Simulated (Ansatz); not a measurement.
`C1=CCC=CC1` → 6 C• + 8 H•  (atomization)

Program: Ansatz. Geometries: PBE0-D4/def2-TZVP. ΔE: electronic, gas phase. CCSD(T)/CBS is the MP2 limit (def2-TZVPP, def2-QZVPP) plus CCSD(T) − MP2 in def2-TZVPP, frozen cores. This one scheme is used for every species, atoms too. DFT in def2-TZVPP. HSE06 is defined as in plane-wave codes. No spin–orbit coupling; open shells (•) take unrestricted orbitals. Spin–orbit coupling would lower the free atoms: a little for C.

```
           level  ΔE (kcal/mol)
       r2SCAN-D4         1483.0
         ωB97M-V         1480.8
        PBE-QIDH         1482.0
             PBE         1512.1
           HSE06         1492.3
CCSD(T)/def2-SVP         1424.5
  MP2/def2-TZVPP         1468.1
    HF/CBS(def2)         1109.8
```

**Question.** What does CCSD(T)/CBS give? (Best estimate.)

**Answer.** Ansatz gave: +1474.2 kcal/mol. The listed levels differ from it by 8.8, 6.6, 7.8, 37.9, 18.1, -49.7, -6.1, -364.4 kcal/mol.

Largest T1 diagnostic among the species: 0.011.

The D4 term adds +11.9 kcal/mol with B3LYP and +6.2 kcal/mol with PBE0; it sums over pairs of atoms, weighted by their polarisabilities, and B3LYP, whose exchange is more repulsive, gets the larger term. Leaving LDA and LC-ωPBE aside and taking each functional with its dispersion term where it has one, the values, not all of them listed here, spread over 79.5 kcal/mol, from BHLYP-D4 to PBE-D4. LDA lies +179.5 kcal/mol from PBE without D4, its usual overbinding. From r2SCAN to r2SCAN0 (25 % exact exchange), in def2-TZVPP and without D4, ΔE moves by −16.9 kcal/mol: exact exchange takes away binding that semilocal exchange gives to molecules.

B3LYP here is the variant with VWN-RPA as its local correlation; programs differ in this.

For atomizations the MP2-based limit and the directly extrapolated one differ by several kJ/mol either way, and by 10 to 25 for some Ge, Se and Sn compounds, so smaller differences from it don't rank the levels.
